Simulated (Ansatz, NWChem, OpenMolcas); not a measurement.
# Abstraction of F: OF2 + NO2 → OF + NO2F

Gas-phase species: OF2 `FOF`, singlet; NO2 `[O]N=O`, doublet; OF (Oxygen monofluoride), doublet; NO2F (nitryl fluoride) `O=[N+]([O-])F`, singlet. A radical takes F: the energy is the difference in strength between the O–F bond broken and the N–F bond made.

Shapes, held fixed at every level: PBE0-D4/def2-TZVP. Programs: Ansatz 0.2.0, NWChem 7.3.0, OpenMolcas 26.06. A level may come from different programs for different species; with the same settings they agree closely. The zero-point and thermal change to 298 K, harmonic and unscaled (PBE0-D4/def2-TZVP), is +4.1 kJ/mol.

```
                             level                    kind  ΔH(298 K) (kJ/mol)
                        MP2/STO-3G     perturbation theory                +9.6
                       BLYP/STO-3G                     GGA              +103.3
                       PBE0/STO-3G           global hybrid               +95.6
                  CAM-B3LYP/STO-3G  range-separated hybrid              +104.4
                     B2PLYP/STO-3G           double hybrid              +117.4
                       CCSD/STO-3G   coupled cluster or CI              +135.4
                        FCI/STO-3G    full CI, core frozen              +132.3
B3LYP/6-31G* (Cartesian functions)           global hybrid               -69.2
```

B3LYP/6-31G* (Cartesian functions) gives ΔH(298 K) = -69.2 kJ/mol; the levels span -69.2 to +135.4. They disagree on the sign: 7 of 8 are positive. The median of the levels is +103.9. No measured value is set beside it here. T1 is large for NO2 (0.075), so single-reference values are less sure there. Spin contamination: NO2 (⟨S²⟩ up to 1.18). Open shells run unrestricted. Rows in sets without polarisation functions are far from converged.
